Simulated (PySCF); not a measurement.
C3H7FN (charge +1).
SMILES with atom numbers: `[F:1][CH:2]1[CH2:3][NH2+:4][CH2:5]1` (hydrogens: H6 on C2; H7, H8 on C3; H9, H10 on N4; H11, H12 on C5)

Cartesian coordinates in Å at the PBE0-D3(BJ)/def2-SVP level; atoms count from 1:
```xyz
12
C3H7FN angstrom
F     -0.4730    1.9266   -0.5295
C     -0.3301    0.9411    0.3841
C      1.0444    0.2674    0.2813
N      0.4168   -0.9129   -0.4348
C     -0.9594   -0.3730   -0.0964
H     -0.6328    1.3027    1.3769
H      1.4860   -0.0568    1.2319
H      1.7866    0.7915   -0.3339
H      0.6452   -1.8442   -0.0677
H      0.6117   -0.9283   -1.4431
H     -1.6125   -0.2950   -0.9748
H     -1.4271   -0.9876    0.6829
```

Computed at PBE0/pcSseg-1 (PySCF, non-relativistic), with Q(14N) = 0.02044 b: N4, 14N (I = 1): χzz = 0.442 MHz, η = 0.254.

Q: Find the zero-field quadrupole resonance frequencies of 14N at N4.

A: From ν± = (3/4)|χ|(1 ± η/3) and ν0 = |χ|η/2: ν+ 0.360 MHz, ν− 0.303 MHz, ν0 0.056 MHz (ammonium nitrogen).

In a crystal, neighbours and librations shift these lines. One conformer (not necessarily the lowest) at the PBE0-D3(BJ)/def2-SVP geometry, without solvent, vibrations or thermal averaging. A larger basis could move these couplings by a tenth or more.

The run behind these numbers computed NMR shieldings as well. On an Arm Neoverse V1 with one thread, on a shared host, this took 8.2 s.
